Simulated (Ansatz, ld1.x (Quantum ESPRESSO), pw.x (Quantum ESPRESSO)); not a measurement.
# From atom to crystal: TM potential for Ta (Z = 73)

```
Element                 : tantalum
Generator               : ld1.x (Quantum ESPRESSO) 7.5
Type                    : norm-conserving Troullier–Martins (Kleinman–Bylander form)
Functional              : PBEsol
Relativity              : scalar-relativistic
Frozen core             : [Xe] 4f14
Valence charge          : 5
Reference configuration : 5d3 6s1.75 6p0.25
Partial waves           : 6p (bound): rc 4.00 bohr; 5d (bound): rc 1.85 bohr; 5f channel at 0.45 Ry: rc 3.85 bohr; 6s (bound): rc 2.15 bohr
Local potential         : the s channel
Core correction         : a·sin(br)/r model core, default radius (core density twice the valence density)
```

Atomic tests: cutoffs needed: 30 Ry and 35 Ry (the cutoffs (Ry, on a coarse ladder) from which the occupation-weighted sum of valence levels, in a spherical-Bessel basis at the reference potential, stays within 10 and 1 mRy of its value at 400 Ry); ghost test: no extra level below or beside the all-electron valence levels (p, d, f, s tested) (spherical-Bessel basis up to 400 Ry, 20 bohr box); largest excitation error: -79 meV (all-electron minus pseudo) for 5d4 6s0 6p0, out of 7 test configurations.

Crystal test: sc Ta in pw.x 7.5, no spin, 12³ k-points, Fermi–Dirac smearing 0.01 Ry, cutoffs 50/200 Ry. The reference is all-electron LAPW (Ansatz 0.2.0) with the same functional, mesh and smearing; V0 and B0 come from Birch–Murnaghan fits to the pressures at five volumes. Errors are pseudo minus all-electron; Δ is the rms difference of the E(V) curves that follow from these fits, minima aligned, over ±6 % about the mean V0. Mesh and smearing are coarse, so the numbers serve the comparison and aren't converged zero-temperature values; the lattice is a test structure that the element need not adopt.

| V (Å³/atom) | P all-electron (GPa) | P pseudo (GPa) |
| --- | --- | --- |
| 18.657 | 10.78 | 8.48 |
| 19.148 | 5.93 | 4.01 |
| 19.639 | 1.64 | 0.02 |
| 20.130 | -2.16 | -3.54 |
| 20.621 | -5.52 | -6.71 |

All-electron: a0 = 2.707 Å (V0 = 19.84 Å³/atom), B0 = 154.9 GPa.

Pseudopotential: mean pressure error (GPa): -1.68; a0 (Å): 2.698; a0 error (%): -0.34; B0 error (%): -2.9; Δ (meV/atom): 6.9. The largest radius (4.00 bohr) exceeds half the bond length (2.55 bohr), so the spheres overlap, which is one possible source of error among others.

Q: At the middle volume, how do free energy and pressure move when the wave cutoff is lowered (ecutrho kept at four times it)?

A:

```csv
cutoff (Ry),shift of F (meV/atom),shift of P (GPa)
22,+423.6,-14.64
30,+25.5,-1.09
40,+7.7,+0.18
```

Input at the middle volume:

```
&control
  calculation='scf', prefix='x', pseudo_dir='./', outdir='./tmp', tstress=.true., disk_io='none'
/
&system
  ibrav=0, nat=1, ntyp=1, ecutwfc=50, ecutrho=200, nbnd=9,
  occupations='smearing', smearing='fd', degauss=0.01
/
&electrons
  conv_thr=1e-09, mixing_beta=0.4, electron_maxstep=70
/
ATOMIC_SPECIES
Ta 1.0 Ta.UPF
CELL_PARAMETERS angstrom
  2.69798661 0.00000000 0.00000000
  0.00000000 2.69798661 0.00000000
  0.00000000 0.00000000 2.69798661
ATOMIC_POSITIONS crystal
Ta 0.0000 0.0000 0.0000
K_POINTS automatic
12 12 12 0 0 0
```

```bash
pw.x < Ta.scf.in > Ta.scf.out
```

Lines of the output:

```
Message from routine setup:
     using ibrav=0 with symmetry is DISCOURAGED, use correct ibrav instead
     lattice parameter (alat)  =       5.0985  a.u.
     unit-cell volume          =     132.5305 (a.u.)^3
     number of electrons       =         5.00
     number of Kohn-Sham states=            9
     kinetic-energy cutoff     =      50.0000  Ry
     charge density cutoff     =     200.0000  Ry
     scf convergence threshold =      1.0E-09
     Exchange-correlation= PBESOL
     number of k points=    84  Fermi-Dirac smearing, width (Ry)=  0.0100
     iteration #  1     ecut=    50.00 Ry     beta= 0.40
     total energy              =     -16.66056715 Ry
     estimated scf accuracy    <       0.01519549 Ry
     iteration #  2     ecut=    50.00 Ry     beta= 0.40
     total energy              =     -16.65965924 Ry
     estimated scf accuracy    <       0.00385249 Ry
     iteration #  3     ecut=    50.00 Ry     beta= 0.40
     total energy              =     -16.65994996 Ry
     estimated scf accuracy    <       0.00019345 Ry
     iteration #  4     ecut=    50.00 Ry     beta= 0.40
     total energy              =     -16.65996646 Ry
     estimated scf accuracy    <       0.00000450 Ry
     iteration #  5     ecut=    50.00 Ry     beta= 0.40
     total energy              =     -16.65996749 Ry
     estimated scf accuracy    <       0.00000069 Ry
     iteration #  6     ecut=    50.00 Ry     beta= 0.40
     total energy              =     -16.65996756 Ry
     estimated scf accuracy    <       0.00000001 Ry
     iteration #  7     ecut=    50.00 Ry     beta= 0.40
     the Fermi energy is    10.5658 ev
!    total energy              =     -16.65996757 Ry
     estimated scf accuracy    <          9.5E-10 Ry
     smearing contrib. (-TS)   =      -0.00358097 Ry
     The total energy is F=E-TS. E is the sum of the following terms:
     one-electron contribution =       7.60294918 Ry
     hartree contribution      =       0.17053237 Ry
     xc contribution           =     -10.51733456 Ry
     ewald contribution        =     -13.91253358 Ry
     convergence has been achieved in   7 iterations
          total   stress  (Ry/bohr**3)                   (kbar)     P=        0.17
     Message from routine punch:
     Nothing written, as per user request (disk_io='none')
```

The run at the middle volume (84 k-points, 7 iterations) took about 6 s on one core of a shared host (Neoverse-V1, 32 threads, 247 GiB, load 10).
